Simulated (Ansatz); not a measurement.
# C₅H₈S: up Jacob's ladder to CCSD(T)

The task here is to estimate one member of a computed series from the others.

Program: Ansatz 0.2.0, Gaussian basis. Level of theory: functionals in def2-TZVPP, the program's frozen cores in correlated methods. These are calculated values, not measurements.

Levels to be run: PBE-D4, r2SCAN-D4, PBE0-D4, B3LYP-D4, ωB97X-V, ωB97M-V, B2PLYP; CCSD(T)/def2-TZVPP; MP2/def2-QZVPP; extrapolation to the limit.

### The relaxed structure

An earlier PBE0-D4 in a triple-zeta def2 set relaxation fixed the geometry.

SMILES `C=CCSC=C`, 14 atoms, charge 0, spin multiplicity 1.

Atoms are counted from 1 here; the program's logs count them from 0.

Bond lengths: C1–C2 1.325 Å, C1–H7 1.083 Å, C1–H8 1.086 Å, C2–C3 1.490 Å, C2–H9 1.087 Å, C3–S4 1.807 Å, C3–H10 1.095 Å, C3–H11 1.093 Å, S4–C5 1.737 Å, C5–C6 1.329 Å, C5–H12 1.087 Å, C6–H13 1.081 Å, C6–H14 1.083 Å. Angles: C2–C1–H7 121.4°, C2–C1–H8 121.6°, H7–C1–H8 116.9°, C1–C2–C3 124.5°, C1–C2–H9 119.9°, C3–C2–H9 115.6°, C2–C3–S4 113.9°, C2–C3–H10 110.3°, C2–C3–H11 112.0°, S4–C3–H10 103.1°, S4–C3–H11 109.6°, H10–C3–H11 107.5°, C3–S4–C5 104.0°, S4–C5–C6 129.8°, S4–C5–H12 110.0°, C6–C5–H12 120.1°, C5–C6–H13 123.1°, C5–C6–H14 119.7° and more.

Set-up of the first run:

in.yaml reads:

```yaml
crystal:
  periodic: [false, false, false]
  atoms:
    - {symbol: C, position_ang: [-1.953869, 0.567583, -0.468836]}
    - {symbol: C, position_ang: [-1.087762, 0.917247, 0.470476]}
    - {symbol: C, position_ang: [0.332019, 1.289635, 0.212074]}
    - {symbol: S, position_ang: [1.520636, 0.395368, 1.238008]}
    - {symbol: C, position_ang: [1.574925, -1.191146, 0.533149]}
    - {symbol: C, position_ang: [0.944302, -1.670955, -0.533419]}
    - {symbol: H, position_ang: [-2.980741, 0.320996, -0.227155]}
    - {symbol: H, position_ang: [-1.669883, 0.519411, -1.515929]}
    - {symbol: H, position_ang: [-1.400290, 0.950351, 1.511026]}
    - {symbol: H, position_ang: [0.506732, 2.335283, 0.484209]}
    - {symbol: H, position_ang: [0.599377, 1.175960, -0.841554]}
    - {symbol: H, position_ang: [2.255207, -1.825408, 1.095506]}
    - {symbol: H, position_ang: [0.242797, -1.089765, -1.115346]}
    - {symbol: H, position_ang: [1.116528, -2.694571, -0.842221]}
basis:
  gaussian: {orbitals: def2-TZVPP}
hamiltonian: {xc: pbe, dispersion: d4}
output: {forces: true, orbitals: {seedname: orbitals}}
```

On the command line:

```bash
ansatz run in.yaml --threads 2 --pin off --events-out ev --progress --plain --max-ram 20480MiB --backend cuda --devices 0, --max-vram 18GiB
```

Steps of the session up to this table: PBE-D4 (GGA); r2SCAN-D4 (meta-GGA); PBE0-D4 (hybrid); B3LYP-D4 (hybrid); ωB97X-V (range-separated); ωB97M-V (range-separated); B2PLYP (double hybrid); CCSD(T) in def2-TZVPP; MP2 in def2-QZVPP.

One table of the session follows, with a row left open; its other results are not shown here.

It belongs to the step «Atomisation energies». 

```
            method  atomisation energy (kJ/mol)
            PBE-D4                       5855.5
         r2SCAN-D4                       5720.4
           PBE0-D4                       5754.2
          B3LYP-D4                            ?
           ωB97X-V                       5694.5
           ωB97M-V                       5712.9
            B2PLYP                       5638.8
     HF/def2-TZVPP                       4194.5
    MP2/def2-TZVPP                       5641.0
   CCSD/def2-TZVPP                       5456.8
CCSD(T)/def2-TZVPP                       5550.5
           MP2/CBS                       5777.2
       CCSD(T)/CBS                       5686.6
```

**Question.** Estimate the row for B3LYP-D4.

**Answer.** atomisation energy (kJ/mol): 5703.6. In the column «atomisation energy (kJ/mol)» it lies between ωB97X-V (5694.5) and ωB97M-V (5712.9).
